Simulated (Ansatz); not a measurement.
## A rate constant, worked out

An elementary step of AlNH$_{6}$O, singlet (AlNH₄ ([NH2][AlH2]) + H₂O → AlH₃O ([OH][AlH2]) + NH₃ (still joined by a long Al–N bond); Al–N, H–O broken or loosened, Al–O, N–H formed or tightened). The start structure is the complex of the reactants, bound by 0.74 eV, and the electronic barrier above it is 0.149 eV by CCSD(T) at an estimated basis limit (MP2 extrapolated from triple and quadruple zeta, plus CCSD(T) − MP2 in triple zeta). Ansatz 0.2.0; basis: def2-TZVPP and def2-QZVPP; cores frozen in the correlated methods. Extrapolation: Hartree–Fock as exp(−7.88 √X), correlation as X^−2.97. Harmonic wavenumbers at PBE0-D4/def2-TZVP (Ansatz 0.2.0), in cm⁻¹:

Start: 173, 260, 366, 398, 432, 448, 535, 636, 683, 714, 751, 765, 844, 1573, 1591, 1876, 1914, 3403, 3574, 3657, 3871.

Saddle: 708i, 344, 406, 430, 458, 535, 595, 668, 693, 749, 762, 775, 890, 1492, 1575, 1894, 1922, 1973, 3562, 3649, 3896.

(1) Work out the transition-state-theory rate constant at 300 K from these numbers alone (harmonic vibrations; rotation, path degeneracy and anharmonicity left out), and the Wigner tunnelling factor. Use 1 cm⁻¹ = 1.2398 × 10⁻⁴ eV and k_B = 8.617 × 10⁻⁵ eV/K.

The T1 diagnostic stays at or below 0.011.

## Answers

(1) Zero-point energies, half the sums: start 28464/2 cm⁻¹ = 1.7645 eV; saddle, real modes only, 27268/2 cm⁻¹ = 1.6904 eV.
Barrier with zero-point energy: 0.149 + 1.6904 − 1.7645 = 0.0749 eV.
k_BT = 0.02585 eV, so the barrier is 2.90 k_BT.
Vibrational partition functions from the zero-point level, ln q = −Σ ln(1 − exp(−hν/k_BT)): start 1.793, saddle 0.933.
k = (k_BT/h) exp(ln q‡ − ln q) exp(−E0/k_BT), with log₁₀(k_BT/h in s⁻¹) = 12.80: log₁₀ k = 12.80 + (-0.860 − 2.90)/2.3026 = 11.17, so k ≈ 1 × 10^(11) s⁻¹.
Wigner factor: 1 + (hν‡/k_BT)²/24 = 1 + (3.40)²/24 = 1.48. A change of 1 kcal/mol (0.043 eV) in the barrier would change k by a factor of 5.4 at this temperature.

The step is the kind of ligand exchange by which a precursor binds to a hydroxyl group, or is hydrolysed, in atomic layer deposition of oxides.

Labels in which every atom is bracketed show which atoms are joined, not bond orders.

For scale, one of the runs: CCSD(T)/def2-TZVPP, 188 basis functions, launched by `ansatz run in.yaml --threads 2 --pin off --events-out ev --progress --plain --max-ram 4352MiB`. Time: 43 s of wall clock on 2 CPU threads of an Arm Neoverse V2; the host was shared. Peak host memory: 2 GiB.
